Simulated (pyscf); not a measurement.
6 gas-phase steps of one pattern: four-centre exchange on the singlet surface, Ge–P + H–H or H–H + N–Si or H–H + N–Sn or H–H + P–Si broken and Ge–H + H–P or H–N + H–Si or H–N + H–Sn or H–P + H–Si formed. Structures and frequencies: ωB97X-D3(BJ)/def2-SVP in PySCF. Electronic energies in kcal/mol, from the separated reactants; ΔE‡ at ωB97M-D3(BJ)/def2-TZVP, beside the barrier at r²SCAN/def2-TZVP on the same structures. Rows were drawn at random from the steps of this pattern with a verified saddle, stable references and no exit in the data more than 5 kcal/mol lower.

```json
[
 {"row": "1", "step": "H₃C–SnH₂–NH₂ (SMILES [CH3][SnH2][NH2]) + H₂ (SMILES [H][H]) -> H₃C–SnH₃ (SMILES [CH3][SnH3]) + NH₃ (SMILES N)", "ΔE‡(r²SCAN)": "31.2", "ΔE‡": "33.9"},
 {"row": "2", "step": "H₂P–GeH₂–PH₂ (SMILES [PH2][GeH2][PH2]) + H₂ (SMILES [H][H]) → H₂P–GeH₃ (SMILES [PH2][GeH3]) + PH₃ (SMILES P)", "ΔE‡(r²SCAN)": "57.6", "ΔE‡": "63.4"},
 {"row": "3", "step": "H₃Si–PH–InH₂ (SMILES [SiH3][PH][InH2]) + H₂ (SMILES [H][H]) → H₂P–InH₂ (SMILES [PH2][InH2]) + SiH₄ (SMILES [SiH4])", "ΔE‡(r²SCAN)": "58.1", "ΔE‡": "64.2"},
 {"row": "4", "step": "H₃Si–PH–GaH–PH₂ (SMILES [SiH3][PH][GaH][PH2]) + H₂ (SMILES [H][H]) → H₂P–GaH–PH₂ (SMILES [PH2][GaH][PH2]) + SiH₄ (SMILES [SiH4])", "ΔE‡(r²SCAN)": "60.1", "ΔE‡": "65.1"},
 {"row": "5", "step": "H₂N–SiH₂–Si(F)(SiH₃)–SiH₃ (SMILES N[SiH2][Si](F)([SiH3])[SiH3]) + H₂ (SMILES [H][H]) → F–Si(SiH₃)(SiH₃)–SiH₃ (SMILES F[Si]([SiH3])([SiH3])[SiH3]) + NH₃ (SMILES N)", "ΔE‡(r²SCAN)": "43.4", "ΔE‡": "46.4"},
 {"row": "6", "step": "H₂N–SiH₂–NH–SiH₂–NH–SiH₃ (SMILES N[SiH2]N[SiH2]N[SiH3]) + H₂ (SMILES [H][H]) -> H₂N–SiH₂–NH–SiH₂–NH₂ (SMILES N[SiH2]N[SiH2]N) + SiH₄ (SMILES [SiH4])", "ΔE‡(r²SCAN)": "45.6", "ΔE‡": "?"}
]
```

**Question.** Fit ΔE‡ = a + b·ΔE‡(r²SCAN) to the other rows and predict row 6.

**Answer.** Over the 5 complete rows the means are +50.1 (ΔE‡(r²SCAN)) and 54.6 (ΔE‡); least squares gives b = 1.12 and a = -1.5 kcal/mol, with residuals of 0.6 kcal/mol (root mean square; largest 0.7, row 4). For row 6: -1.5 + 1.12 × (+45.6) = 49.6 kcal/mol. The computed barrier is 47.9 kcal/mol, 1.7 under the line. The line follows the complete rows closely. Each barrier is that of the saddle found. Elements up to Kr have no core potential and no relativistic terms here. Elements past Kr carry the def2 core potentials, without spin-orbit coupling.
